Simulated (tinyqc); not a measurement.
Inside a calculation. Method: Hueckel theory of the pi electrons with the omega technique, for the molecule [CH2]C=C (SMILES; centres numbered as the heavy atoms are written). One step of it, computed by the program tinyqc.

Task: Energy, charges, bond orders. E = sum n x; q_r = z_r - P_rr; bond order p = P_rs; free valence = sqrt(3) - sum of p over the bonds of the atom.

x values: [1.414214, 0.000000, -1.414214]

occupations: [2.000000, 1.000000, 0.000000]

charge and bond-order matrix P, order 1C, 2C, 3C:
$$\begin{pmatrix}
1.000000 & 0.707107 & 0.000000 \\
0.707107 & 1.000000 & 0.707107 \\
0.000000 & 0.707107 & 1.000000
\end{pmatrix}$$

Centres:
```
centre  z_r, pi electrons of the neutral centre         h
1C                                            1  0.000000
2C                                            1  0.000000
3C                                            1  0.000000
```

Bonds:
```
i  j  k
1  2  1
2  3  1
```

Give: pi energy = 3 alpha + this times beta; pi charges; Bond orders and lengths from R = 1.517 - 0.180 p; free valence of the carbons; gap between the highest filled and the next level.

Result:

pi energy = 3 alpha + this times beta = 2.8284

pi charges: 1C 0.0000, 2C 0.0000, 3C 0.0000

Bond orders and lengths from R = 1.517 - 0.180 p (angstrom, C-C alone):
```
bond       p       R
1-2   0.7071  1.3897
2-3   0.7071  1.3897
```

free valence of the carbons: 1C 1.0249, 2C 0.3178, 3C 1.0249

gap between the highest filled and the next level = 1.4142 |beta|
